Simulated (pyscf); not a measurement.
Thermochemistry of product channels of H₃C–CH₂–O⁻ on the singlet surface, in kcal/mol, from CCSD(T)/def2-TZVPPD + ΔMP2(QZVPPD) energies (ideal gas, 1 atm, RRHO with modes under 100 cm⁻¹ raised to 100, one conformer, R ln 2 for chiral ones without a mode under 150 cm⁻¹). PySCF, gas phase, ωB97X-D3(BJ)/def2-SVPD geometries. Correlated levels are frozen-core, on RHF or UHF. ΔMP2 is the change of the MP2 total energy from the triple- to the quadruple-zeta basis.

```json
[
 {"products": "H₂C⁻–O–CH₃", "ΔE": "+46.1", "ΔH(298 K)": "+45.5", "ΔG(298 K)": "+45.2", "ΔG(1200 K)": "+43.7"},
 {"products": "CH₃⁻ + formaldehyde (H₂C=O)", "ΔE": "+56.3", "ΔH(298 K)": "+52.3", "ΔG(298 K)": "+41.6", "ΔG(1200 K)": "+9.1"},
 {"products": "methane (CH₄) + HC⁻=O", "ΔE": "+32.5", "ΔH(298 K)": "+28.5", "ΔG(298 K)": "+18.1", "ΔG(1200 K)": "-13.2"},
 {"products": "H₂C⁻–CH₂–OH", "ΔE": "+21.7", "ΔH(298 K)": "+21.6", "ΔG(298 K)": "+21.2", "ΔG(1200 K)": "+18.6"},
 {"products": "H₃C–CH⁻–OH", "ΔE": "+35.0", "ΔH(298 K)": "+34.9", "ΔG(298 K)": "+34.0", "ΔG(1200 K)": "+30.0"}
]
```

The channel to CH₄ + HC⁻=O turns favourable between 298 and 1200 K (ΔG from +18.1 kcal/mol to -13.2 kcal/mol).

These are energies of the channels, which say nothing of barriers. The CCSD(T) − MP2 part came from Ansatz, without density fitting, on the same reference.
